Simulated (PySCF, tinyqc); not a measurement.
Orbital energy against energy difference: ionisation energy by orbital energies and by energy differences in the 6-31g* basis, for BH, spin multiplicity 1. Computed by the program tinyqc with PySCF. 

Geometry (angstrom):

| atom | x | y | z |
|---|---|---|---|
| B | 0.0000 | 0.0000 | 0.0000 |
| H | 0.0000 | 0.0000 | 1.1810 |

CCSD(T) difference in the same basis = 9.2758 eV

IP-EOM-CCSD = 9.3234 eV

The cation is unrestricted; errors are against CCSD(T) in this basis, not against experiment.

First vertical ionisation energy (eV):

| method | -e(HOMO) | E(cation) - E | error of -e(HOMO) | error of the difference |
|---|---|---|---|---|
| HF | 9.1194 | 8.223866 | -0.1563 | -1.0519 |
| LDA | 4.9081 | 9.434436 | -4.3677 | 0.1587 |
| PBE | 4.9587 | 9.364104 | -4.3171 | 0.0883 |
| B3LYP | 5.9893 | 9.483493 | -3.2865 | 0.2077 |
| PBE0 | 6.1993 | 9.330395 | -3.0765 | 0.0546 |
| CAM-B3LYP | 7.5839 | 9.452868 | -1.6918 | 0.1771 |
| LC-wPBE | 9.0607 | 9.401963 | -0.2151 | 0.1262 |

Koopmans errs by -0.16 eV and Delta-HF by -1.05 eV: relaxation, 0.90 eV, lowers the value and the missing correlation difference works against it. The PBE level is off by -4.3 eV through the wrong tail of its potential, though its energy difference is off by +0.09 eV; exact exchange deepens the level, and among the orbital energies HF comes closest; among the differences PBE0 does. The restricted reference is unstable here: a spin-polarised solution lies 0.0073 hartree lower (PySCF), so results built on it describe a poor reference.
